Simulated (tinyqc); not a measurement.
MP2 on RHF in the sto-6g basis, frozen core, for OH-, spin multiplicity 1, step by step. The basis has no diffuse functions, so it cannot describe the extra electron: this is an exercise in the method, not the real anion. One step of it, computed by the program tinyqc.

Problem. Orthogonalisation. S = U s U^T; symmetric (Loewdin) form X = U s^(-1/2) U^T, so that X^T S X = 1.

overlap S, order 1O 1s, 1O 2s, 1O 2px, 1O 2py, 1O 2pz, 2H 1s:
```
[[1.000000, 0.231145, 0.000000, 0.000000, 0.000000, 0.018124],
 [0.231145, 1.000000, 0.000000, 0.000000, 0.000000, 0.223761],
 [0.000000, 0.000000, 1.000000, 0.000000, 0.000000, 0.000000],
 [0.000000, 0.000000, 0.000000, 1.000000, 0.000000, 0.000000],
 [0.000000, 0.000000, 0.000000, 0.000000, 1.000000, 0.216037],
 [0.018124, 0.223761, 0.000000, 0.000000, 0.216037, 1.000000]]
```

Give: eigenvalues of S; X.

Solution.

eigenvalues of S: [0.6460, 0.8535, 1.0000, 1.0000, 1.1298, 1.3707]

X, order 1O 1s, 1O 2s, 1O 2px, 1O 2py, 1O 2pz, 2H 1s:
```
[[1.0212, -0.1221, 0.0000, 0.0000, -0.0023, 0.0118],
 [-0.1221, 1.0421, 0.0000, 0.0000, 0.0200, -0.1217],
 [0.0000, 0.0000, 1.0000, 0.0000, 0.0000, 0.0000],
 [0.0000, 0.0000, 0.0000, 1.0000, 0.0000, 0.0000],
 [-0.0023, 0.0200, 0.0000, 0.0000, 1.0189, -0.1152],
 [0.0118, -0.1217, 0.0000, 0.0000, -0.1152, 1.0394]]
```
